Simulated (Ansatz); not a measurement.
Complex (SMILES): Cl (HCl) with Cl (HCl), atoms 1 to 2 the first; geometry from NCB31 set, monomers rigid:
```xyz
4

Cl     1.8608    -0.0654    -0.0001
H      1.7539     1.2110     0.0003
Cl    -1.9253     0.0056    -0.0001
H     -0.6584    -0.1937     0.0025
```

Basis-set convergence of the uncorrected interaction energy at HF with Ansatz (a program for electronic structure). Cartesian d functions, on some or all atoms, in 6-31G*, 6-31+G*, 6-311G**, 6-311+G**; all else is spherical. No added dispersion term, no relativity. Functions are those of the species that has most. Reference: the counterpoise-corrected one, the value in aug-cc-pV(5+d)Z, -0.21 kcal/mol. Deviations are taken from unrounded values.

```csv
basis,functions,uncorrected interaction energy (kcal/mol)
6-31G*,42,-0.48
6-31+G*,50,-0.39
def2-SVP,46,-1.74
def2-SVPD,70,-0.79
pcseg-1,46,-0.26
aug-pcseg-1,72,-0.90
cc-pV(D+d)Z,56,-0.72
aug-cc-pV(D+d)Z,82,-0.40
6-311G**,66,-0.05
6-311+G**,74,-0.34
def2-TZVP,86,-0.40
def2-TZVPD,110,-0.26
pcseg-2,96,-0.24
aug-pcseg-2,146,-0.40
cc-pV(T+d)Z,106,-0.33
aug-cc-pV(T+d)Z,156,-0.26
def2-TZVPP,112,-0.37
def2-TZVPPD,136,-0.24
cc-pV(Q+d)Z,188,-0.26
aug-cc-pV(Q+d)Z,270,-0.23
pcseg-3,194,-0.22
aug-pcseg-3,276,-0.24
def2-QZVPP,200,-0.24
def2-QZVPPD,224,-0.21
cc-pV(5+d)Z,310,-0.23
aug-cc-pV(5+d)Z,432,-0.22
```

What the diffuse functions change, pair by pair:
- 6-31G* to 6-31+G*: 8 more functions, deviation -0.27 to -0.18 kcal/mol
- def2-SVP to def2-SVPD: 24 more functions, deviation -1.53 to -0.58 kcal/mol
- pcseg-1 to aug-pcseg-1: 26 more functions, deviation -0.04 to -0.68 kcal/mol
- cc-pV(D+d)Z to aug-cc-pV(D+d)Z: 26 more functions, deviation -0.50 to -0.19 kcal/mol
- 6-311G** to 6-311+G**: 8 more functions, deviation 0.17 to -0.12 kcal/mol
- def2-TZVP to def2-TZVPD: 24 more functions, deviation -0.19 to -0.05 kcal/mol
- pcseg-2 to aug-pcseg-2: 50 more functions, deviation -0.03 to -0.18 kcal/mol
- cc-pV(T+d)Z to aug-cc-pV(T+d)Z: 50 more functions, deviation -0.12 to -0.05 kcal/mol
- def2-TZVPP to def2-TZVPPD: 24 more functions, deviation -0.16 to -0.03 kcal/mol
- cc-pV(Q+d)Z to aug-cc-pV(Q+d)Z: 82 more functions, deviation -0.04 to -0.02 kcal/mol
- pcseg-3 to aug-pcseg-3: 82 more functions, deviation 0.00 to -0.03 kcal/mol
- def2-QZVPP to def2-QZVPPD: 24 more functions, deviation -0.02 to 0.00 kcal/mol
- cc-pV(5+d)Z to aug-cc-pV(5+d)Z: 122 more functions, deviation -0.02 to -0.01 kcal/mol

Leaving out the reference's own pair, they bring the value nearer the reference by more than 0.01 kcal/mol in 9 of 12 pairs.
